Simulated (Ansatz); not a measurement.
## How methods differ on SiNH5 (SMILES [H][Si]([H])([H])N)

SiNH5 has 7 atoms, charge 0, and is taken as a singlet. SMILES: `[H][Si]([H])([H])N`. The coordinates come from a GFN2-xTB relaxation.

```jsonl
{"atom": "Si", "x (Å)": "-0.0007", "y (Å)": "0.0024", "z (Å)": "-0.6830"}
{"atom": "N", "x (Å)": "0.0907", "y (Å)": "0.1787", "z (Å)": "1.0286"}
{"atom": "H", "x (Å)": "0.7077", "y (Å)": "-0.4282", "z (Å)": "1.5438"}
{"atom": "H", "x (Å)": "-0.7637", "y (Å)": "0.3074", "z (Å)": "1.5458"}
{"atom": "H", "x (Å)": "1.3878", "y (Å)": "-0.0099", "z (Å)": "-1.1355"}
{"atom": "H", "x (Å)": "-0.7479", "y (Å)": "1.1693", "z (Å)": "-1.1461"}
{"atom": "H", "x (Å)": "-0.6738", "y (Å)": "-1.2197", "z (Å)": "-1.1536"}
```

Each level gives the energy change with the Si1–H5 bond stretched from 1.460 to 2.191 Å (eV). The values are calculated.

```json
{"level": "PBE/STO-3G (restricted)", "kind": "GGA", "program": "Ansatz", "value (eV)": "2.80", "less FCI/STO-3G": "-0.06", "CPU time (all runs)": "2 s"}
{"level": "revPBE/STO-3G (restricted)", "kind": "GGA", "program": "Ansatz", "value (eV)": "2.76", "less FCI/STO-3G": "-0.10", "CPU time (all runs)": "2 s"}
{"level": "r2SCAN/STO-3G (restricted)", "kind": "meta-GGA", "program": "Ansatz", "value (eV)": "3.01", "less FCI/STO-3G": "+0.15", "CPU time (all runs)": "4.6 s"}
{"level": "BHLYP/STO-3G (restricted)", "kind": "global hybrid", "program": "Ansatz", "value (eV)": "3.44", "less FCI/STO-3G": "+0.58", "CPU time (all runs)": "2.1 s"}
{"level": "r2SCAN0/STO-3G (restricted)", "kind": "hybrid meta-GGA", "program": "Ansatz", "value (eV)": "3.28", "less FCI/STO-3G": "+0.42", "CPU time (all runs)": "4.6 s"}
{"level": "HSE06/STO-3G (restricted)", "kind": "range-separated hybrid", "program": "Ansatz", "value (eV)": "3.15", "less FCI/STO-3G": "+0.29", "CPU time (all runs)": "2.5 s"}
{"level": "CCSD/STO-3G (restricted)", "kind": "coupled cluster or CI", "program": "Ansatz", "value (eV)": "2.89", "less FCI/STO-3G": "+0.03", "CPU time (all runs)": "0.24 s"}
{"level": "FCI/STO-3G", "kind": "exact in the basis", "program": "Ansatz", "value (eV)": "2.86", "less FCI/STO-3G": "0.00", "CPU time (all runs)": "21 s"}
```

FCI/STO-3G is exact within its basis and frozen core, so for wave-function methods in that basis the difference is their error; functionals converge differently with the basis, so for them it is only a difference. The first shape isn't each level's own minimum. The values span 2.76 to 3.44 eV. All rows use very small basis sets, so none should be taken for the real molecule's value. Times are those of the runs behind each value, whatever else they computed, on shared processors of several kinds: orders of magnitude only.
